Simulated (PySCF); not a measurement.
## NMR data sheet: pyrazine

```
Formula                               : C4H4N2
SMILES                                : c1cnccn1
Point group of the computed structure : D2h
Degrees of unsaturation               : 4
Carbon signals                        : 1
Proton signals                        : 1
```

Numbering as in the mapped SMILES `[cH:1]1[cH:2][n:3][cH:4][cH:5][n:6]1`. Each H is labelled by its parent atom.

One conformer, isolated molecule, one averaged value for each set of equivalent atoms, non-relativistic Hamiltonian. Shieldings: GIAO PBE0/pcSseg-1; structure optimised with GFN2-xTB; J: B3LYP/pcJ-1 (spin–dipole term only in couplings to heteroatoms); PySCF 2.14.

Referencing at the same level of theory: 1H (σ = 31.72 ppm) and 13C (σ = 186.93 ppm) vs TMS; NH3 for 15N (σ = 267.73 ppm).

```tsv
carbon	δC, type	δH (multiplicity, J in Hz)	HMBC from (abs. J ≥ 3 Hz)	span of the C tensor (ppm)
C1/C2/C4/C5	151.2, CH	8.88 (s)	H(C1)/H(C2)/H(C4)/H(C5)	226
```

Other nuclei:
```tsv
atoms	nucleus	environment	δ (ppm)	σ (ppm)
N3/N6	15N	pyridine-type ring nitrogen	380.4	-112.6
```

Selected couplings (Hz, signed; the shortest-range and largest first, 30 at most; isotopes 13C, 1H, 15N): 1J(C1,H(C1)) 186.8, 2J(N3,H(C2)) -11.4, 2J(C1,N3) 1.2.

1. Carbon types of the structure: 4 × CH, which accounts for all hydrogens.
2. δC 151.2: aromatic CH next to a ring nitrogen; the adjacent pyridine-type nitrogen withdraws density from it.
3. δH 8.88: hydrogen on an aromatic CH next to a ring nitrogen; ring current plus the neighbouring ring nitrogen.

Shifts are as computed. Against solution values, carbons near 30 ppm lie about +3 ppm off and those near 130 ppm about +5 ppm. Of 1211 compounds with measured shifts, 218 miss one by over three times the rms of a fit or turn the order of signals round; such compounds aren't used in these exercises. Experimental scales use liquid or dissolved standards, which lie at an offset from isolated NH3 (liquid NH3: subtract about 20 ppm). Unscaled 15N shifts of sp2 nitrogen come out 20 to 40 ppm too high even then.
